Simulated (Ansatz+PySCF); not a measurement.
Values are calculated unless marked as measured or tabulated.
Several solutions for singlet P2

```yaml
atoms:
  - { symbol: P, position_ang: [0.0000, 0.0000, -1.0211] }
  - { symbol: P, position_ang: [0.0000, 0.0000, 1.0211] }
```

Basis set: def2-SVP (spherical functions). Charge 0, multiplicity 1.

UHF was run from several starts with Ansatz (development build ahead of 0.2.0) and PySCF 2.14.0.

```json
{"run": "A", "program": "PySCF", "start": "program defaults", "converged": "yes", "energy (hartree)": "-681.22265", "<S²>": "0.00"}
{"run": "B", "program": "Ansatz", "start": "atomic start, no search", "converged": "yes", "energy (hartree)": "-681.22265", "<S²>": "0.00"}
{"run": "C", "program": "PySCF", "start": "guess atom, instabilities followed", "converged": "yes", "energy (hartree)": "-681.25370", "<S²>": "1.22"}
{"run": "D", "program": "PySCF", "start": "guess 1e, instabilities followed", "converged": "yes", "energy (hartree)": "-681.25370", "<S²>": "1.22"}
{"run": "E", "program": "PySCF", "start": "guess huckel, instabilities followed", "converged": "yes", "energy (hartree)": "-681.25370", "<S²>": "1.22"}
{"run": "F", "program": "PySCF", "start": "guess minao, instabilities followed", "converged": "yes", "energy (hartree)": "-681.25370", "<S²>": "1.22"}
{"run": "G", "program": "Ansatz", "start": "search for the lowest state", "converged": "yes", "energy (hartree)": "-681.25370", "<S²>": "1.22"}
{"run": "H", "program": "Ansatz", "start": "stability test followed", "converged": "yes", "energy (hartree)": "-681.25370", "<S²>": "1.22"}
```

Which runs reached the lowest solution of this kind, and what is wrong with the others?

C, D, E, F, G, H reached the lowest solution found. Converged but too high: A by 0.84 eV, B by 0.84 eV. Convergence only shows a stationary point, and even a stable one can lie too high; stability tests and further starts are what find lower ones. Caution: the unrestricted determinant is a mixture of spin states. Caution: the determinant breaks the point group.
